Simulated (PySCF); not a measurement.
C2H5, SMILES `[CH2]C` (charge 0, multiplicity 2)

All values below come from ωB97X-D3(BJ)/def2-TZVP // PBE0-D3(BJ)/def2-TZVP in PySCF 2.14.0.

| Quantity | Result |
|---|---|
| highest occupied spin orbital | -8.25 eV |
| dipole moment | 0.28 D |
| total energy | -2155.96 eV |
| cost | about 90 core-seconds (a rough figure) |

Bonds (Å): C1–C2 1.479, C1–H3 1.082, C1–H4 1.083, C2–H5 1.100, C2–H6 1.091, C2–H7 1.096. Angles (°): C2–C1–H3 121.6, C2–C1–H4 120.6, H3–C1–H4 117.7, C1–C2–H5 111.8, C1–C2–H6 112.0, C1–C2–H7 111.8, H5–C2–H6 107.1, H5–C2–H7 105.8, H6–C2–H7 107.9.
Charge 0, spin multiplicity 2.
